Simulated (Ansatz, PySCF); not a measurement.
## Smallest direct gap on the k points sampled of 3C-SiC at several levels of theory

No measured value is used here.

```
level (code)         value (eV)  cell (Å³/atom)
-------------------  ----------  --------------
LDA (Ansatz)         (withheld)           10.35
PBE (Ansatz)               4.55           10.35
PBE-D3(BJ) (Ansatz)        4.55           10.28
r²SCAN-D4 (Ansatz)         5.06           10.27
QSGW@PBE (PySCF)     6.17 ± 0.2           10.35
```

Task: Some entries are withheld; supply them.

Result: 
- LDA (Ansatz, a program for electronic structure), value (eV): 4.51

At these levels the smallest gap is indirect and lower: LDA 1.32, PBE 1.36, PBE-D3(BJ) 1.35, r²SCAN-D4 1.71, QSGW@PBE 2.77 eV. Computed values are for a static lattice.  A ± on a computed value is a rough bar: the spread of its extrapolation, a floor set from checks against published values, or a statistical error. Values are at the measured cell; PBE-D3(BJ) at the level's own relaxed cell; r²SCAN-D4 at the level's own equilibrium cell. Cutoffs differ between the levels. Ansatz's density-functional and Hartree–Fock values are scalar-relativistic unless marked +SOC, with PAW data made under PBE.
